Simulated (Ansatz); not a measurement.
Isolated molecules relaxed with PBE0-D4/def2-TZVP in Ansatz; ΔE leaves out vibrations. CCSD(T)/CBS adds triple-zeta CCSD(T) − MP2 to the extrapolated MP2 energy (def2 sets, frozen cores). This one scheme is used for every species, atoms too. DFT in def2-TZVPP. B3LYP here is the variant with VWN-RPA as its local correlation; programs differ in this. HSE06 is defined as in plane-wave codes. Open shells (•) are unrestricted, without spin–orbit coupling.

`BNC` → H• + `B[N]C`•  (homolysis of the H–N bond)

```
             level  ΔE (kJ/mol)  difference from CCSD(T)/CBS
       LDA (SPW92)        489.9                          1.5
         r2SCAN-D4        446.4                        -42.0
            B97M-V        457.6                        -30.8
          B3LYP-D4        460.6                        -27.8
           ωB97M-V        477.2                        -11.2
            B2PLYP        470.3                        -18.1
              PBE0        456.0                        -32.4
             HSE06        456.0                        -32.4
      MP2/def2-SVP        479.0                         -9.4
     CCSD/def2-SVP        464.6                        -23.8
     HF/def2-TZVPP        376.0                       -112.4
    MP2/def2-TZVPP        496.7                          8.3
CCSD(T)/def2-TZVPP        479.8                         -8.6
    MP2/def2-QZVPP        501.7                         13.3
      HF/CBS(def2)        376.1                       -112.3
     MP2/CBS(def2)        505.3                         16.9
       CCSD(T)/CBS        488.4                            0
```

(1) What do rigid-rotor, harmonic-oscillator terms from PBE0-D4/def2-TZVP frequencies (298.15 K, 1 bar) make of the CCSD(T)/CBS value? (An estimate is asked.)

Largest T1 diagnostic among the species: 0.024.

## Answers

(1) Computed: ΔZPE = -43.3 kJ/mol, ΔH = +453.4 kJ/mol, ΔS = 135 J/(mol·K), ΔG = +413.2 kJ/mol. Open shells count their whole term as degenerate.

In def2-TZVPP, CCSD(T) changes the Hartree–Fock value by +103.8 kJ/mol (the triples alone add +1.9 kJ/mol) and MP2 by +120.7 kJ/mol; breaking electron pairs costs correlation energy, which Hartree–Fock lacks. From PBE to PBE0 (25 % exact exchange), in def2-TZVPP and without D4, ΔE moves by +12.2 kJ/mol.
